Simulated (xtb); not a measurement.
C2H5, SMILES [CH2]C (connectivity only; charge and spin as stated), charge +1, multiplicity 1. All values are semi-empirical tight-binding results from xtb (GFN2-xTB unless named), good for trends rather than for accurate numbers. Geometry: GFN2-xTB. The multiplicity is an assumed one; other spin states were not compared. The isomer is the one that the SMILES or the coordinates give; other isomers of the formula were not compared.

Optimised geometry:

Bonds (Å): C1–C2 1.386, C1–H3 1.088, C1–H4 1.087, C2–H5 1.115, C2–H6 1.089, C2–H7 1.115. Bond angles (°): C2–C1–H3 122.6, C2–C1–H4 121.5, H3–C1–H4 115.9, C1–C2–H5 110.0, C1–C2–H6 117.0, C1–C2–H7 110.0, H5–C2–H6 112.7, H5–C2–H7 91.5, H6–C2–H7 112.7.
Charge +1, spin multiplicity 1.

Computed properties:
```
Quantity                                         Result
---------------------------------------  --------------
point group as xtb finds it                          Cs
orbital gap                                     2.69 eV
zero-point energy                         35.4 kcal/mol
G − E(el) at 298.15 K (modified RRHO)     21.1 kcal/mol
static polarisability (D4 model)             23.3 bohr³
solvation energy, GFN2-xTB/ALPB(water)   -71.6 kcal/mol
solvation energy, GFN2-xTB/ALPB(ch2cl2)  -57.2 kcal/mol
```

Computed IR lines (harmonic; lines under 4 % of the strongest left out, lines within 3 cm⁻¹ merged):
ν (cm⁻¹): 296 (m), 627 (w), 816 (w), 1057 (vs), 1100 (w), 1229 (m), 1334 (w), 1489 (w), 2680 (m), 2798 (m), 3006 (w), 3030 (w), 3049 (w) (against the strongest line: vs over 80 %, s over 45 %, m over 15 %, w over 4 %, vw less)

Computed atomic charges and the Wiberg bond orders between heavy atoms:
charges (e) C1 0.06, C2 -0.13, H3 0.19, H4 0.18, H5 0.27, H6 0.17, H7 0.27. Bond orders C1–C2 1.54.
